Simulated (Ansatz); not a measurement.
**BHF2: a line through the functionals**

The species is BHF2 (4 atoms), meant as a singlet with charge 0. SMILES: `FBF`. The shape is that of a PBE0-D4/def2-TZVP optimisation.

The vertical energy of the triplet above the singlet y, in eV, basis def2-TZVPP; a is the functional's share of exact exchange. Programs: Ansatz 0.2.0.

| functional | program | a | y (eV) |
| --- | --- | --- | --- |
| revPBE | Ansatz | 0 | 7.34 |
| r2SCAN | Ansatz | 0 | 7.46 |
| B3LYP | Ansatz | 0.2 | 7.78 |
| PBE0 | Ansatz | 0.25 | 7.69 |
| r2SCAN0 | Ansatz | 0.25 | ? |
| BHLYP | Ansatz | 0.5 | 8.18 |

**Question.** Fit y = c + s·a to the known rows and predict r2SCAN0.

**Answer.** 
1. Means of the 5 rows: a = 0.1900, y = 7.690.
2. Σ(Δa)² = 0.172, Σ(Δa·Δy) = 0.263, so the slope is 0.263/0.172 = 1.5291.
3. Intercept: 7.690 − (1.5291) × 0.1900 = 7.399. The largest residual of the fit is 0.091.
4. r2SCAN0: 7.399 + (1.5291) × 0.25 = 7.78 eV.

The run gave 7.72 eV, so the prediction is off by +0.06 eV, within the scatter of the fit. The rows mix families of semi-local functionals, which the line can't see.
